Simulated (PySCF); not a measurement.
Isomers of C6H8, mass 80.063 u with the commonest isotopes. Method: PBE0-D3(BJ)/def2-SVP geometry optimisation, gas phase in PySCF 2.14.0. One conformer each, none proved a minimum here; rigid rotors.

Question: Order these by rotational constant A, smallest first.
A. `[CH2:1]=[CH:2][CH:3]=[C:4]=[CH:5][CH3:6]` with C1–C2–C3–C4 180°
B. `CC1=CCC=C1`
C. `[CH2:1]=[CH:2]/[CH:3]=[CH:4]/[CH:5]=[CH2:6]` with C1–C2–C3–C4 180°, C3–C4–C5–C6 180° (hexatriene)

Answer: B (7943 MHz), A (16545 MHz), C (26496 MHz).

Question: Order these by rotational constant C, largest first.
A. `[CH2:1]=[CH:2]/[CH:3]=[CH:4]/[CH:5]=[CH2:6]` with C1–C2–C3–C4 180°, C3–C4–C5–C6 180°
B. `[CH2:1]=[CH:2][CH:3]=[C:4]=[CH:5][CH3:6]` with C1–C2–C3–C4 180° (1,3,4-hexatriene)
C. `CC1=CCC=C1`

Answer: C (2379 MHz), B (1328 MHz), A (1271 MHz).

Question: Order these by dipole moment, largest first.
A. `CC1=CCC=C1`
B. `[CH2:1]=[CH:2]/[CH:3]=[CH:4]/[CH:5]=[CH2:6]` with C1–C2–C3–C4 180°, C3–C4–C5–C6 180° (hexatriene)
C. `[CH2:1]=[CH:2][CH:3]=[C:4]=[CH:5][CH3:6]` with C1–C2–C3–C4 180° (1,3,4-hexatriene)

Answer: C (0.74 D), A (0.18 D), B (0.00 D).

```csv
SMILES,point group,Ia (u·Å²),Ib (u·Å²),Ic (u·Å²),κ,μa (D),μb (D),μc (D)
CC1=CCC=C1,Cs,63.62,155.05,212.40,-0.68,0.10,0.15,0.00
C=C/C=C/C=C,C2h,19.07,378.56,397.64,-0.99,0.00,0.00,0.00
C=CC=C=CC,C1,30.55,372.02,380.50,-1.00,0.73,0.13,0.00
```
